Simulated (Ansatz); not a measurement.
Two isomers of C3H5N: A = `C=CN=C`, B = `C#CNC`.

Calculated with Ansatz (gas phase, PBE0-D4/def2-TZVP geometries, no zero-point term in ΔE). CCSD(T)/CBS adds triple-zeta CCSD(T) − MP2 to the extrapolated MP2 energy (def2 sets, frozen cores). Functionals use def2-TZVPP. B3LYP here is the variant with VWN-RPA as its local correlation; programs differ in this. Each species was taken in one conformer, which may not be the lowest.

**Question.** Which is lower in electronic energy at CCSD(T)/CBS, and by how much? (Estimate.)

**Answer.** Computed: A, by 20.7 kcal/mol.

**Question.** Give E(B) − E(A) in kcal/mol with PBE-D4, LDA (SPW92), B3LYP, r2SCAN-D4, B2PLYP, CCSD(T)/def2-SVP, B3LYP-D4. (An estimate is asked.)

**Answer.** Computed: PBE-D4 21.7, LDA (SPW92) 19.1, B3LYP 21.3, r2SCAN-D4 21.6, B2PLYP 20.2, CCSD(T)/def2-SVP 23.1, B3LYP-D4 21.5. None reverses the order clearly.

**Question.** Does the order hold for the free energy at 298.15 K (harmonic terms from PBE0-D4)? (An estimate is asked.)

**Answer.** Computed: Yes: G(B) − G(A) = +20.2 kcal/mol, for one conformer each.

Largest T1 diagnostic: 0.012.

At CCSD(T), def2-SVP lies +2.4 kcal/mol from the extrapolated value and def2-TZVPP +0.9 kcal/mol. From r2SCAN to r2SCAN0 (25 % exact exchange), in def2-TZVPP and without D4, E(B) − E(A) moves by −1.2 kcal/mol.
